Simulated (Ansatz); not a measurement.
We consider zinc-blende BeTe, described by r²SCAN+rVV10 in Ansatz (PAW).

Run with plane-wave cutoff 560 eV, 10×10×10 k mesh, Fermi–Dirac smearing 0.01 eV, scalar-relativistic PAW data made under PBE.

A third-order Birch–Murnaghan fit to the energies gives V0 = 22.386 Å³/atom, B0 = 61.0 GPa, B′ = 3.9.

| V (Å³/atom) | P (GPa) |
|---|---|
| 21.043 | 4.27 |
| 21.490 | ___ |
| 21.938 | ___ |
| 22.386 | 0.00 |
| 22.833 | -1.16 |
| 23.281 | -2.21 |
| 23.729 | ___ |

Problem. Estimate the withheld pressures from this fit; the answers are the runs' own values.

Solution. 
- 21.490, P (GPa): 2.70
- 21.938, P (GPa): 1.28
- 23.729, P (GPa): -3.17

The formula P = (3/2) B0 (x^(7/3) − x^(5/3)) [1 + (3/4)(B′ − 4)(x^(2/3) − 1)] with x = V0/V meets the computed pressures within 0.02 GPa when these rounded values are put in.

Measured, for comparison: bulk modulus 67 GPa (room temperature, no zero-point or thermal correction; as tabulated in Elmahjoubi et al. (2023), arXiv:2303.01780); equilibrium volume per atom 22.26 Å³/atom (temperature not stated, no zero-point or thermal correction; as tabulated in Bernardini et al. (2000), arXiv:cond-mat/0007180). Computed (rounded) less measured: bulk modulus -9 %, equilibrium volume per atom +0.6 %.

Spin–orbit coupling is not included.

The computed numbers hold no vibrational or temperature effects.

Ansatz is a quantum-chemistry and plane-wave program.
